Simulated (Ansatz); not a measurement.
Name a neutral molecule of C, F, N, S and H with HOMO energy (PBE0/def2-TZVPP) between -6.80 and -6.50 eV and HOMO–LUMO gap (ωB97M-V/def2-TZVPP) between 11.25 and 11.55 eV (Ansatz, PBE0-D4/def2-TZVP geometry).

`CSC(N)F` (-6.69 eV, 11.28 eV); `NCSCF` (-6.80 eV, 11.26 eV). Other molecules can fit too; these were computed, each in one conformer that needn't be the lowest.
